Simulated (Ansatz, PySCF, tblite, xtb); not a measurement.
Energy landscape of AlCl3, singlet: umbrella (inversion) coordinate, bond length relaxed. Scanned: angle between the Al-Cl bonds and the threefold axis (90 = planar). Other coordinates (Al-Cl bond length) were minimised at B3LYP/def2-TZVP.

- GFN2-xTB, 300 K electronic temperature (tblite)
- GFN1-xTB (xtb)
- RMP2/6-31G* = restricted MP2 (frozen core)/6-31G*, spherical d (PySCF 2.14.0)
- RKS-PBE/cc-pVDZ = restricted PBE/cc-pVDZ in Ansatz (an electronic-structure program)

Energies relative to the lowest point of each profile, in eV; the last columns give the difference from RKS-PBE:

| a / ° | GFN2-xTB | GFN1-xTB | RMP2/6-31G* | RKS-PBE/cc-pVDZ | GFN2-xTB − RKS-PBE/cc-pVDZ | GFN1-xTB − RKS-PBE/cc-pVDZ | RMP2/6-31G* − RKS-PBE/cc-pVDZ |
|---|---|---|---|---|---|---|---|
| 90 | 0.000 | 0.000 | 0.000 | 0.000 | 0.000 | 0.000 | 0.000 |
| 93 | 0.020 | 0.010 | 0.020 | 0.018 | 0.002 | -0.008 | 0.002 |
| 96 | 0.082 | 0.041 | 0.081 | 0.071 | 0.011 | -0.030 | 0.010 |
| 99 | 0.183 | 0.094 | 0.183 | 0.160 | 0.023 | -0.066 | 0.023 |
| 102 | 0.323 | 0.171 | 0.328 | 0.286 | 0.036 | -0.115 | 0.041 |
| 105 | 0.500 | 0.276 | 0.517 | 0.450 | 0.050 | -0.174 | 0.067 |
| 108 | 0.715 | 0.413 | 0.754 | 0.652 | 0.063 | -0.239 | 0.102 |
| 111 | 0.967 | 0.588 | 1.044 | 0.896 | 0.071 | -0.308 | 0.147 |
| 114 | 1.260 | 0.809 | 1.392 | 1.187 | 0.073 | -0.378 | 0.205 |
| 117 | 1.597 | 1.085 | 1.806 | 1.530 | 0.067 | -0.445 | 0.277 |
| 120 | 1.986 | 1.428 | 2.298 | 1.933 | 0.053 | -0.505 | 0.365 |
| 123 | 2.438 | 1.852 | 2.880 | 2.410 | 0.028 | -0.557 | 0.471 |
| 126 | 2.968 | 2.375 | 3.572 | 2.975 | -0.007 | -0.600 | 0.598 |
| 129 | 3.593 | 3.015 | 4.397 | 3.650 | -0.057 | -0.634 | 0.747 |
| 132 | 4.313 | 3.793 | 5.382 | 4.458 | -0.145 | -0.665 | 0.924 |

GFN2-xTB is furthest from RKS-PBE/cc-pVDZ at 132 (-0.145 eV, below); its mean absolute difference over the points is 0.046 eV.

GFN1-xTB is furthest from RKS-PBE/cc-pVDZ at 132 (-0.665 eV, below); its mean absolute difference over the points is 0.315 eV.

RMP2/6-31G* is furthest from RKS-PBE/cc-pVDZ at 132 (0.924 eV, above); its mean absolute difference over the points is 0.265 eV.
